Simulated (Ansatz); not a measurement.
Several solutions for singlet AlCl

```xyz
2

Al    0.0000    0.0000    0.0000
Cl    0.0000    0.0000    4.2600
```

Basis set: def2-SVP (spherical functions). Charge 0, multiplicity 1.

UHF was run from several starts with Ansatz (development build ahead of 0.2.0).

```tsv
run	program	start	converged	energy (hartree)	<S²>
A	Ansatz	atomic start, no search	yes	-701.10365	0.00
B	Ansatz	stability test followed	yes	-701.11538	0.87
C	Ansatz	search for the lowest state	yes	-701.11538	0.87
```

**Question.** Which runs reached the lowest solution of this kind, and what is wrong with the others?

**Answer.** B, C reached the lowest solution found. Converged but too high: A by 0.32 eV. Convergence only shows a stationary point, and even a stable one can lie too high; stability tests and further starts are what find lower ones. Caution: the unrestricted determinant is a mixture of spin states.
